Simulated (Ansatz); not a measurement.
Species: C5H5N, SMILES `c1ccncc1` (charge 0, multiplicity 1).

Give a relaxed geometry from PBE0-D3(BJ)/def2-SVP (Ansatz, a program for electronic structure).

the end point of this relaxation (outside a Z-matrix the atoms follow the SMILES, hydrogens last).
Bonded distances (Å): C1–C2 1.393, C1–C6 1.393, C1–H7 1.093, C2–C3 1.395, C2–H8 1.092, C3–N4 1.331, C3–H9 1.097, N4–C5 1.331, C5–C6 1.395, C5–H10 1.097, C6–H11 1.092. Angles (°): C2–C1–C6 118.6, C2–C1–H7 120.7, C6–C1–H7 120.7, C1–C2–C3 118.3, C1–C2–H8 121.2, C3–C2–H8 120.4, C2–C3–N4 123.5, C2–C3–H9 120.1, N4–C3–H9 116.4, C3–N4–C5 117.8, N4–C5–C6 123.5, N4–C5–H10 116.4, C6–C5–H10 120.1, C1–C6–C5 118.3, C1–C6–H11 121.2, C5–C6–H11 120.4.
